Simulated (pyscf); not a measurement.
O=Sn: [singlet] + H₂O → O=SnH–OH, an insertion (singlet surface; H–O broken, O–Sn, H–Sn formed). Structures and frequencies: ωB97X-D3(BJ)/def2-SVP in PySCF. Correlated levels are frozen-core, on RHF or UHF. ΔMP2 is the change of the MP2 total energy from the triple- to the quadruple-zeta basis. Energies in eV from the separated reactants.

Small-basis levels: PySCF, no dispersion term, spherical d functions. AM1 to PM7: differences of heats of formation from MOPAC. Cost: rough CPU time at the saddle relative to B3LYP/6-31G*+LANL2DZ, from one job on a shared machine.

```csv
level,barrier,reaction energy,cost
BP86/6-31G*+LANL2DZ,1.97,+0.48,1
PBE/6-31G*+LANL2DZ,1.93,+0.45,1
B3LYP/6-31G*+LANL2DZ,2.29,+0.52,1
M06-2X/6-31G*+LANL2DZ,(withheld),+0.36,2
B3LYP/6-311+G**+LANL2DZ,2.35,+0.79,1
PBE/def2-SVP,2.04,+0.84,2
B3LYP/def2-SVP,(withheld),+1.03,1
AM1,3.18,+1.64,under 0.02
PM7,2.45,+0.39,under 0.02
CCSD(T)/def2-TZVPP + ΔMP2(QZVPP),(withheld),+0.95,–
```

Question: Fill in the missing entries.

Answer: 
- M06-2X/6-31G*+LANL2DZ, barrier: 2.39
- B3LYP/def2-SVP, barrier: 2.47
- CCSD(T)/def2-TZVPP + ΔMP2(QZVPP), barrier: 2.52

Against the last row the barrier runs from -0.60 (PBE/6-31G*+LANL2DZ) to +0.65 eV (AM1). CCSD(T)/def2-TZVPP + ΔMP2(QZVPP) has limits of its own. On the reactant side the descent ends in an adduct with a O–Sn contact, 0.60 eV under the separated species and 2.96 eV under the saddle at ωB97X-D3(BJ)/def2-TZVP. What is counted as formed (O–Sn) is already present as a longer contact in the reactant adduct; forming that adduct is a step of its own. At ωB97X-D3(BJ) the barrier from the zero used here is 2.36 eV. The same reactants have a lower exit, to HO–Sn:–OH [singlet] (barrier -0.44 eV at ωB97M-D3(BJ), against +2.48 eV here). O=SnH–OH lies 2.85 eV over its isomer HO–Sn:–OH [singlet] (electronic energy, ωB97M-D3(BJ)). This is the saddle that the search found; another between the same sides may lie lower. The CCSD(T) − MP2 part came from Ansatz, without density fitting, on the same reference. The largest closed-shell T1 diagnostic is 0.033, which may signal static correlation. The frozen core leaves the outer d or s,p core shells of the metals and heavy elements correlated in the MP2 and CC values, and def2-TZVPP describes them poorly, which can shift differences by a few kcal/mol. Elements past Kr carry the def2 core potentials, without spin-orbit coupling.
